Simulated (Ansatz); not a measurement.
**Heat of formation of HF (hydrogen fluoride) from total energies**

The species is HF (2 atoms), meant as a singlet with charge 0. As SMILES, `F`. The coordinates come from a PBE0-D4/def2-TZVP relaxation.

```xyz
2

F    -0.3900    0.1446   -0.1964
H     0.3900   -0.1446    0.1964
```

Total energies at PBE/3-21G (Ansatz 0.2.0); the atoms run unrestricted:

| species | state | energy (Eh) |
| --- | --- | --- |
| HF | singlet | -99.757588 |
| F | doublet | -99.077036 |
| H | doublet | -0.494386 |

Harmonic wavenumbers at PBE0-D4/def2-TZVP, in cm⁻¹: 4154.

Measured heats of formation of the gaseous atoms at 298.15 K, in kJ/mol: F 79.4, H 218.0. Spin-orbit lowering of the atoms at 298 K (mean of the ground term's levels less their thermal mean, from spectra), in kJ/mol: F 1.29. Take 1 Eh = 2625.50 kJ/mol, 1 cm⁻¹ = 0.0119627 kJ/mol, RT = 2.479 kJ/mol.

What heat of formation follows?


1. Electronic atomisation energy: (-99.077036) + (-0.494386) − (-99.757588) = 0.186166 Eh = 488.8 kJ/mol.
2. Zero-point energy: half the sum of the wavenumbers, 2077 cm⁻¹ = 24.8 kJ/mol.
3. Thermal vibrational enthalpy, Σ hcν̃/(exp(hcν̃/kT) − 1): 0.0 kJ/mol. Translation, rotation and pV of a linear molecule: 3.5 RT = 8.7 kJ/mol.
4. The 2 free atoms carry 5/2 RT each: 12.4 kJ/mol.
5. Spin-orbit coupling lowers the free atoms by 1.29 = 1.3 kJ/mol.
6. Atomisation enthalpy at 298 K: 488.8 − 1.3 − 24.8 − 0.0 − 8.7 + 12.4 = 466.4 kJ/mol.
7. Sum of the atoms' heats of formation: 297.4 kJ/mol. Heat of formation: 297.4 − 466.4 = -169.0 kJ/mol.

The tabulated value is -272.7 kJ/mol (Active Thermochemical Tables), so this level is off by +103.7 kJ/mol, or 18.2 % of the atomisation enthalpy that the table implies (570.1 kJ/mol). A basis without polarisation functions underbinds badly. Anharmonicity and any spin-orbit splitting of the molecule are left out.
